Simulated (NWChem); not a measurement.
**triplet Si2H5Cl: levels of theory compared**

Aim: a comparison of 6 runs (UHF/STO-3G, UB3LYP/6-31G*, UB3LYP/cc-pVDZ, UM06-2X/cc-pVDZ, UPBE0/cc-pVDZ) of triplet Si2H5Cl. 

Program for the calculation: NWChem 7.3.0.

37 further runs of the same task are left out: 2 that didn't finish, 35 set aside as unsound or not needed.

## (1) Starting point

Si2H5Cl: 8 atoms, total charge 0, spin state triplet. SMILES of the parent species: `[SiH3][SiH2]Cl`. Geometry: relaxed at PBE0-D4/def2-TZVP. That shape belongs to the parent species and isn't relaxed for this state.

Bond lengths: Si1–Si2 2.338 Å, Si2–Cl3 2.065 Å, Si1–H4 1.488 Å, Si1–H5 1.486 Å, Si1–H6 1.486 Å, Si2–H7 1.485 Å, Si2–H8 1.485 Å. Some angles: Si1–Si2–Cl3 108.7°, Si1–Si2–H7 111.9°, Si1–Si2–H8 111.8°, Cl3–Si2–H7 107.7°, Cl3–Si2–H8 107.7°, Si2–Si1–H4 109.6°, Si2–Si1–H5 109.6°, Si2–Si1–H6 109.6°, H7–Si2–H8 108.8°, H4–Si1–H5 109.3°.

## (2) A single-point energy at UHF/STO-3G (run 1)

File input.nw:

```
start input
title "ClH5Si2 hf"
memory total 2200 mb
charge 0
geometry units angstrom noautosym nocenter noautoz
  Si   -0.706500    0.881800   -0.390300
  Si    0.573400   -0.938800    0.325900
  Cl    2.431600   -0.252900    0.908000
  H    -2.053000    0.410100   -0.813000
  H    -0.034300    1.540700   -1.540000
  H    -0.854500    1.855700    0.722100
  H    -0.041800   -1.622800    1.491400
  H     0.777200   -1.930900   -0.759900
end
basis spherical bse
  * library STO-3G
end
scf
  triplet
  uhf
  thresh 1e-08
  maxiter 80
  print low
end
task scf energy
```

Launch:

```
$ nwchem input.nw > input.out
```

Standard output:

```text
[...]
  functions       =    32
[...]
  wavefunction    = UHF
[...]
         Total SCF energy =  -1028.425206499341
      One electron energy =  -1812.032279848838
      Two electron energy =    592.098797689119
 Nuclear repulsion energy =    191.508275660378
                       Sz =      1.0000
                 Sz(Sz+1) =      2.0000
                      S^2 =      2.0026
[...]
```

It took 3.9 s on 1 thread of AMD EPYC 9R45 (Zen 5), shared host; peak memory 0.099 GiB.

## (3) A single-point energy at UB3LYP/6-31G(d) (Cartesian functions) (run 2)

File clh5si2.xyz:

```xyz
8

Si    -0.706500     0.881800    -0.390300
Si     0.573400    -0.938800     0.325900
Cl     2.431600    -0.252900     0.908000
H     -2.053000     0.410100    -0.813000
H     -0.034300     1.540700    -1.540000
H     -0.854500     1.855700     0.722100
H     -0.041800    -1.622800     1.491400
H      0.777200    -1.930900    -0.759900
```

File clh5si2.nw:

```
START clh5si2
memory stack 880 mb heap 220 mb global 1100 mb
GEOMETRY units angstrom noautosym nocenter noautoz
load format xyz clh5si2.xyz
END
BASIS "ao basis" cartesian
Si library 6-31G*
Cl library 6-31G*
H library 6-31G*
END
DFT
xc b3lyp
mult 3
grid xfine
convergence energy 1e-08
maxiter 100
mulliken
print low
END
TASK dft energy
```

Launch:

```
$ nwchem clh5si2.nw > clh5si2.out
```

Standard output:

```text
[...]
 d= 0,ls=0.0,diis     1  -1041.9535328340 -1.23D+03  1.98D-02  1.30D-01     2.3
[...]
 d= 0,ls=0.0,diis    13  -1042.0155835989 -1.86D-09  5.00D-06  3.69D-11    27.1
[...]
         Total DFT energy =    -1042.015583598878
      One electron energy =    -1821.443362105213
           Coulomb energy =      659.853699930724
    Exchange-Corr. energy =      -71.934197084768
 Nuclear repulsion energy =      191.508275660378
[...]
      Total Density - Mulliken Population Analysis
     ---------------------------------------------
    Atom       Charge   Shell Charges
 -----------   ------   -------------------------------------------------------
    1 Si  14    13.76   2.00  1.99  5.96  1.08  1.89  0.27  0.41  0.14
    2 Si  14    14.16   2.00  1.99  5.96  1.07  1.90  0.27  0.78  0.18
    3 Cl  17    17.02   2.00  1.99  5.97  1.48  3.58  0.46  1.56 -0.03
    4 H    1     1.03   0.51  0.52
    5 H    1     1.03   0.50  0.53
    6 H    1     1.03   0.50  0.53
    7 H    1     0.99   0.49  0.50
    8 H    1     0.99   0.49  0.50
[...]
      <S2> =      2.0029 (Exact =     2.0000)
[...]
```

Wall time 28 s (1 thread of AMD EPYC 9R45 (Zen 5), shared host); peak memory 0.14 GiB.

Run 3 isn't shown in full; the table further down has it.

## (4) The energy at UB3LYP/cc-pVDZ (run 4)

File calc.nw:

```
start calc
memory stack 880 mb heap 220 mb global 1100 mb
charge 0

geometry units angstrom noautosym nocenter noautoz
   Si    -0.706500     0.881800    -0.390300
   Si     0.573400    -0.938800     0.325900
   Cl     2.431600    -0.252900     0.908000
   H     -2.053000     0.410100    -0.813000
   H     -0.034300     1.540700    -1.540000
   H     -0.854500     1.855700     0.722100
   H     -0.041800    -1.622800     1.491400
   H      0.777200    -1.930900    -0.759900
end

basis spherical bse
   Si library cc-pVDZ
   Cl library cc-pVDZ
   H library cc-pVDZ
end

dft
   xc b3lyp
   mult 3
   grid xfine
   convergence energy 1e-08
   iterations 100
   mulliken
end

task dft energy
```

Launch:

```
$ nwchem calc.nw > calc.out
```

Standard output:

```text
[...]
          Wavefunction type:  spin polarized.
          No. of atoms     :     8
          No. of electrons :    50
[...]
          Charge           :     0
          Spin multiplicity:     3
[...]
          AO basis - number of functions:    79
[...]
              XC Information
              --------------
                         B3LYP Method XC Potential
                     Hartree-Fock (Exact) Exchange  0.200
                        Slater Exchange Functional  0.800 local
                    Becke 1988 Exchange Functional  0.720 non-local
              Lee-Yang-Parr Correlation Functional  0.810
                  VWN I RPA Correlation Functional  0.190 local
[...]
 d= 0,ls=0.0,diis     1  -1042.0084600031 -1.23D+03  1.43D-02  8.69D-02     5.4
[...]
 d= 0,ls=0.0,diis    13  -1042.0653030053 -5.47D-09  4.32D-06  9.32D-11    57.7
[...]
         Total DFT energy =    -1042.065303005284
      One electron energy =    -1821.586582003243
           Coulomb energy =      659.978966799248
    Exchange-Corr. energy =      -71.965963461668
 Nuclear repulsion energy =      191.508275660378
[...]
      Total Density - Mulliken Population Analysis
     ---------------------------------------------
    Atom       Charge   Shell Charges
 -----------   ------   -------------------------------------------------------
    1 Si  14    13.81   2.00  2.03  0.82  0.44  6.01  1.46  0.83  0.23
    2 Si  14    14.03   2.00  2.03  0.83  0.38  6.01  1.47  1.00  0.31
    3 Cl  17    17.06   2.00  2.03  0.98  0.90  6.00  3.05  2.08  0.02
    4 H    1     1.03   0.72  0.29  0.01
    5 H    1     1.03   0.72  0.30  0.01
    6 H    1     1.03   0.72  0.30  0.01
    7 H    1     1.01   0.71  0.28  0.01
    8 H    1     1.01   0.71  0.28  0.01
[...]
      <S2> =      2.0032 (Exact =     2.0000)
[...]
```

It took 58 s on 1 thread of AMD EPYC 9R45 (Zen 5), shared host; peak memory 0.14 GiB.

Run 5 isn't shown in full; the table further down has it.

## (5) The energy at UPBE0/cc-pVDZ (run 6)

File clh5si2.nw:

```
start clh5si2
title "ClH5Si2"
memory stack 880 mb heap 220 mb global 1100 mb

geometry noautosym nocenter noautoz
  Si      -0.706500       0.881800      -0.390300
  Si       0.573400      -0.938800       0.325900
  Cl       2.431600      -0.252900       0.908000
  H       -2.053000       0.410100      -0.813000
  H       -0.034300       1.540700      -1.540000
  H       -0.854500       1.855700       0.722100
  H       -0.041800      -1.622800       1.491400
  H        0.777200      -1.930900      -0.759900
end

basis spherical bse
  * library cc-pVDZ
end

dft
  xc pbe0
  mult 3
  grid xfine
  convergence energy 1e-08
  iterations 100
  mulliken
end

task dft
```

Launch:

```
$ nwchem clh5si2.nw > clh5si2.out
```

Standard output:

```text
[...]
          Wavefunction type:  spin polarized.
          No. of atoms     :     8
          No. of electrons :    50
[...]
          Charge           :     0
          Spin multiplicity:     3
[...]
          AO basis - number of functions:    79
[...]
              XC Information
              --------------
                         PBE0 Method XC Functional
                     Hartree-Fock (Exact) Exchange  0.250
          PerdewBurkeErnzerhof Exchange Functional  0.750
            Perdew 1991 LDA Correlation Functional  1.000 local
           PerdewBurkeErnz. Correlation Functional  1.000 non-local
[...]
 d= 0,ls=0.0,diis     1  -1041.5571893951 -1.23D+03  1.37D-02  7.78D-02     5.6
[...]
 d= 0,ls=0.0,diis    13  -1041.6121825128 -9.28D-09  4.27D-06  7.01D-11    59.9
[...]
         Total DFT energy =    -1041.612182512803
      One electron energy =    -1821.666876695734
           Coulomb energy =      660.057764445419
    Exchange-Corr. energy =      -71.511345922866
 Nuclear repulsion energy =      191.508275660378
[...]
      Total Density - Mulliken Population Analysis
     ---------------------------------------------
    Atom       Charge   Shell Charges
 -----------   ------   -------------------------------------------------------
    1 Si  14    13.88   2.00  2.03  0.80  0.48  6.01  1.47  0.85  0.24
    2 Si  14    14.08   2.00  2.03  0.81  0.41  6.01  1.47  1.01  0.33
    3 Cl  17    17.08   2.00  2.03  0.97  0.92  6.00  3.04  2.10  0.02
    4 H    1     1.00   0.71  0.28  0.01
    5 H    1     1.00   0.71  0.28  0.01
    6 H    1     1.00   0.71  0.28  0.01
    7 H    1     0.98   0.69  0.27  0.01
    8 H    1     0.97   0.69  0.27  0.01
[...]
      <S2> =      2.0040 (Exact =     2.0000)
[...]
```

Run time: 61 s. Hardware: 1 thread of AMD EPYC 9R45 (Zen 5), shared host; peak memory 0.14 GiB.

## (6) Overview of the runs

```csv
run,level,Cartesian functions,iteration cap,energy (Eh),⟨S²⟩,wall time
1,UHF/STO-3G,no,80,-1028.425206,2.003,3.9 s
2,UB3LYP/6-31G* (Cartesian functions),yes,100,-1042.015584,2.003,28 s
3,UB3LYP/6-31G* (spherical functions),no,100,-1042.008726,2.003,26 s
4,UB3LYP/cc-pVDZ,no,100,-1042.065303,2.003,58 s
5,UM06-2X/cc-pVDZ,no,100,-1041.923141,2.004,74 s
6,UPBE0/cc-pVDZ,no,100,-1041.612183,2.004,61 s
```

## (7) Summary of results

```
                                 quantity           value
                      run 6: total energy  -1041.61218 Eh
                     run 6: dipole moment          1.27 D
run 6: HOMO energy (highest over α and β)        -2.59 eV
                              run 6: ⟨S²⟩           2.004
```

**Reading.** Over runs 3, 4, 5, 6 the dipole moment (its size) runs from 1.09 D (UB3LYP/cc-pVDZ) to 1.52 D (UB3LYP/6-31G*). Totals of different functionals can't be ranked against each other. In run 1 the basis is minimal, so the values are rough. All runs together took 4.2 min, the longest 74 s.
